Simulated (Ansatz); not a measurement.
Input file:

```yaml
crystal:
  periodic: [false, false, false]
  atoms:
    - {symbol: Br, position_ang: [0.000000, 0.000000, -1.675667]}
    - {symbol: H, position_ang: [0.000000, 0.000000, 0.338333]}
    - {symbol: F, position_ang: [0.000000, 0.000000, 1.337333]}
basis:
  gaussian: {orbitals: cc-pVDZ}
magnetization: {spin_polarized: false, initial_magnetization: 1}
correlation: {method: ccsdt_q, electrons: outside_noble_gas}
```

```sh
$ ansatz run in.yaml --threads 1 --pin off --events-out ev --progress --plain --max-ram 2393MiB
```

The program prints:

```
792 factors; integrals over basis functions are off by at most 2.1e-7 eV
mean field evaluation 1: about -72717.4587 eV, gradient 2.7e1 eV
mean field evaluation 2: about -72717.4651 eV, gradient 2.7e1 eV
mean field evaluation 4: about -72718.8556 eV, gradient 1.7e0 eV
mean field evaluation 8: about -72718.8720 eV, gradient 1.1e-1 eV
mean field evaluation 16: about -72718.5021 eV, gradient 1.6e1 eV
mean field evaluation 32: about -72718.5226 eV, gradient 5.8e-1 eV
mean field evaluation 64: about -72718.6829 eV, gradient 2.0e0 eV
mean field evaluation 96: about -72718.8720 eV, gradient 6.5e-2 eV
mean field evaluation 128: about -72718.2003 eV, gradient 1.4e1 eV
mean field -72718.87202739 eV, -2672.3692563848 hartree, gradient 2.7e-6 eV, S^2 0.750000; 9 other end points of the search recorded, 0 dependent functions left out
mean field evaluation 160: about -72718.9684 eV, gradient 1.6e-1 eV
mean field evaluation 192: about -72718.9687 eV, gradient 9.1e-2 eV
determinant -72718.87202739 eV, -2672.3692563848 hartree, with singles and doubles -72727.65184317 eV, -2672.6919086636 hartree
determinant -72718.52400787 eV, -2672.3564669034 hartree, with singles and doubles -72727.37654430 eV, -2672.6817916167 hartree
determinant -72718.87202739 eV, -2672.3692563848 hartree, with singles and doubles -72727.65186805 eV, -2672.6919095777 hartree
determinant -72718.52400787 eV, -2672.3564669034 hartree, with singles and doubles -72727.37645942 eV, -2672.6817884974 hartree
15 core orbitals not correlated: weight in the atoms' cores, before any rotation towards them, 1.000 or more for the frozen orbitals, at most 0.000 for the correlated occupied ones
reference -72718.87202739 eV, -2672.3692563848 hartree; 8, 7 occupied and 23, 24 virtual orbitals, 792 factors
second order -8.22936996 eV of doubles, -0.06578598 eV of singles
cycle   1  -8.61044107 eV  change   -3.1e-1 eV  update   5.0e-2
cycle   2  -8.82130611 eV  change   -2.1e-1 eV  update   1.8e-2
cycle   3  -8.88530125 eV  change   -6.4e-2 eV  update   9.0e-3
cycle   4  -8.88446005 eV  change    8.4e-4 eV  update   2.4e-3
cycle   5  -8.88350290 eV  change    9.6e-4 eV  update   2.0e-3
cycle   6  -8.88368117 eV  change   -1.8e-4 eV  update   1.0e-3
cycle   7  -8.88392730 eV  change   -2.5e-4 eV  update   6.9e-4
cycle   8  -8.88391695 eV  change    1.0e-5 eV  update   2.9e-4
cycle   9  -8.88389540 eV  change    2.2e-5 eV  update   1.4e-4
cycle  10  -8.88393492 eV  change   -4.0e-5 eV  update   6.7e-5
cycle  11  -8.88389611 eV  change    3.9e-5 eV  update   2.8e-5
cycle  12  -8.88388931 eV  change    6.8e-6 eV  update   1.4e-5
cycle  13  -8.88390538 eV  change   -1.6e-5 eV  update   6.1e-6
cycle  14  -8.88390527 eV  change    1.1e-7 eV  update   2.5e-6
cycle  15  -8.88390616 eV  change   -8.9e-7 eV  update   1.1e-6
cycle  16  -8.88390706 eV  change   -8.9e-7 eV  update   5.2e-7
perturbative correction -0.01661545 eV, -0.0006106064 hartree
Total energy: -72727.77254989 eV, -2672.6963445537 hartree
```

Ran on 1 thread of Intel Xeon Platinum 8259CL, shared host: 32 s wall, 0.4 GiB peak host memory.
